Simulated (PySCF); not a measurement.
Molecule: `O=[PH3]`, H₃OP.

Cartesian coordinates in Å; atom numbers follow the order of the lines, from 1:
```xyz
5

O     1.2436   -0.7184    0.6783
P     0.0817   -0.0442    0.0364
H    -0.9086    0.5275    0.8911
H     0.3489    1.0680   -0.8183
H    -0.7484   -0.8272   -0.8218
```

Geometry PBE0-D3(BJ)/def2-SVP throughout; GIAO in PySCF, gas phase, one conformer, non-relativistic; equivalent atoms averaged; basis pcSseg-2.

Question: How do the absolute shieldings σ depend on the functional? (ppm; last column core-seconds on shared hosts with different chips, so compare them loosely; the GGAs took longer than the global hybrids here, which isn't the general rule, and the cause wasn't traced)

Answer: 
```csv
functional,kind,O1,P2,H3/H4/H5,core-s
HF,Hartree–Fock,336.1,403.0,25.25,1.3
LDA,LDA,317.5,337.5,22.79,3.8
PBE,GGA,305.5,357.3,23.44,4.3
BLYP,GGA,294.8,344.9,23.70,4.3
BP86,GGA,304.4,354.1,23.54,4.4
OPBE,GGA,310.8,383.7,23.57,4.3
KT2,GGA,308.7,388.4,23.63,4.8
KT3,GGA,302.4,392.5,23.93,4.4
B97-D,GGA,300.6,363.6,23.82,4.4
B3LYP,global hybrid,307.6,354.5,24.05,2.8
PBE0,global hybrid,319.0,369.2,23.94,3
mPW1PW91,global hybrid,317.1,366.7,24.02,2.8
WP04,global hybrid,292.2,345.9,24.89,2.7
B97-2,global hybrid,314.6,372.9,24.11,2.7
BHandHLYP,global hybrid,321.6,370.8,24.54,2.5
CAM-B3LYP,range-separated hybrid,319.0,358.6,24.11,3.4
wB97X-D,range-separated hybrid,320.5,367.7,24.18,3.4
LC-wPBE,range-separated hybrid,332.4,371.3,24.22,5.1
```

Question: Which nucleus moves most, in ppm?

Answer: P2 (phosphorus bonded to O, 3 H): from 337.5 ppm with LDA to 403.0 ppm with HF. The smallest spread is 2.47 ppm, at H3/H4/H5.
